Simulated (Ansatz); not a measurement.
Input for Ansatz (development build ahead of 0.2.0):

```yaml
crystal:
  periodic: [false, false, false]
  atoms:
    - { symbol: C, position_ang: [0.03865, -0.92838, -0.0971] }
    - { symbol: O, position_ang: [-0.02184, -0.95914, 1.14278] }
    - { symbol: O, position_ang: [-0.04226, 0.14828, -0.87614] }
    - { symbol: C, position_ang: [-0.0381, 1.37704, -0.16042] }
    - { symbol: H, position_ang: [0.02057, -1.87004, -0.73234] }
    - { symbol: H, position_ang: [0.04632, 2.16837, -0.94919] }
    - { symbol: H, position_ang: [-0.88814, 1.55103, 0.47165] }
    - { symbol: H, position_ang: [0.89527, 1.55478, 0.45911] }
basis:
  gaussian: { orbitals: def2-TZVP }
hamiltonian:
  xc: hf
output:
  forces: true
```

The input is written out in the form of the current development build from the run's settings.

The run gave:

```json
{"Converged": "yes", "Total energy": "-227.87039 hartree", "Spin squared of the determinant": "0.000", "Stability test": "minimum among restricted orbitals"}
```

Forces (eV/Å):
```
atom      Fx      Fy      Fz
  C1  -1.477  -1.166   3.263
  O2   0.658   0.466  -5.561
  O3   0.443  -0.688   2.199
  C4   2.206   2.328  -0.836
  H5   0.369   1.392   0.975
  H6  -0.570  -0.939   0.823
  H7  -0.336  -0.429  -0.112
  H8  -1.292  -0.965  -0.751
```
